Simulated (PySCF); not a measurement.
Consider acrylonitrile, `C=CC#N` (C3H3N). Atom numbers as in the mapped SMILES `[CH2:1]=[CH:2][C:3]#[N:4]`.

Computed at ωB97X-D3(BJ)/ma-def2-TZVP // PBE0-D3(BJ)/ma-def2-SVP with PySCF (density fitting, grid level 2). The prefix ma- adds one diffuse s and one diffuse p function on all atoms but H. Zero-point and thermal terms (298.15 K, 1 bar) come from unscaled PBE0-D3(BJ)/ma-def2-SVP harmonic frequencies, with soft modes damped to free rotors in the entropy.

Task: Rank these of its positions by gas-phase deprotonation enthalpy, most acidic first.
A. C1 (alkene carbon)
B. C2 (alkene carbon)

Result: B (1572 kJ/mol), A (1611 kJ/mol).

Task: For C2 (alkene carbon), what are ΔE (electronic) and ΔG(298 K) of the loss of the proton?

Result: ΔE = 1602 and ΔG = 1540 kJ/mol, beside ΔH = 1572 kJ/mol. The product is `C=[C-]C#N`.

Task: Of those listed, which site of deprotonation is favoured in ethanol (IEF-PCM), and by how much?

Result: C2 (alkene carbon), by 39 kJ/mol over C1 (alkene carbon); the gas phase favours the same one.

Note: one E/Z form of each vinyl-type anion was tried, and another may lie lower.
